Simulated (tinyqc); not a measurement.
Inside a calculation. Method: UKS/BLYP in the sto-6g basis, for H2O, spin multiplicity 3. One step of it, computed by the program tinyqc.

Task: Iteration 2: DIIS coefficients. Solve [B -1; -1 0][c; lambda] = [0; -1] for the coefficients, which sum to one.

B (overlaps of the stored error matrices):
```
               1              2
1  4.9827839e+00  1.4780122e+00
2  1.4780122e+00  4.3995268e-01
```

Give: DIIS coefficients.

Result:

DIIS coefficients: -0.4208  1.4208
